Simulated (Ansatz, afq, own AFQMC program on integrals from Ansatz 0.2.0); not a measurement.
AlO⁺, triplet in cc-pVDZ, levels against CCSDT(Q)

```xyz
2

Al    0.0000    0.0000    0.0000
O     0.0000    0.0000    1.6200
```

Basis cc-pVDZ. Noble-gas cores (and the filled d shells of Ga–Kr and In–Xe) are frozen. Ansatz 0.2.0 and our own AFQMC program on the same integrals; the CISD trial comes from CCSD amplitudes, and released means the phaseless constraint is let go. Free AFQMC starts from the CCSD state and is never constrained. Its projection time is finite, and what remains of the start isn't in its error. ± is one standard error of the sampling.

Determinant: UHF, the one that the program's search chose, which needn't be the lowest solution. The geometry is a PBE0/def2-TZVP stationary point of this or a neighbouring charge and spin state.

No full CI on the walks' own integrals is used here; CCSDT(Q) serves as the reference and is uncertain by about the last step of the cluster series.

Cautions: another spin lies lower.

```
T1 diagnostic                               : 0.0261
weight of the determinant in the CISD state : 0.932
⟨S²⟩ of the determinant                     : 2.010
size of the correlated space                : 8 electrons in 26 orbitals
```

| level | correlation energy (eV) |
| --- | --- |
| MP2 | -4.3841 |
| CCSD | -4.7705 |
| CCSD(T) | -4.8863 |

(1) Estimate where AFQMC with the constraint released lies against CCSD(T) on the same integrals.

(1) 2.6 ± 1.1 kJ/mol below CCSD(T).

Reference: CCSDT(Q), correlation energy -4.918 eV. The released energy is read at 1.50 1/Eh (meV from the phaseless value at times in 1/Eh: 3 ± 11 at 0.24, 4 ± 12 at 0.50, 10 ± 8 at 1.00, -8 ± 11 at 1.50).

```csv
level,E − E(reference) (kJ/mol),share of correlation (%)
CCSD(T),3.1,99.35
CCSDT,1.2,99.74
ph-AFQMC/HF,4.9 ± 4.4,98.96
ph-AFQMC/CISD,1.2 ± 1.3,99.74
released AFQMC,0.5 ± 1.1,99.90
free AFQMC,0.2 ± 1.6,99.96
```

Free projections are given only where their last times agree within the noise and don't stop above the reference; a slow remainder of the start can still hide under it. A walk keeps the symmetry of its determinant, which the program's search chose and which needn't be the lowest solution, so a lower state of the same spin and another symmetry isn't excluded. Released energies are given only where the last usable release times agree within the noise; a slower fall can still hide under it.
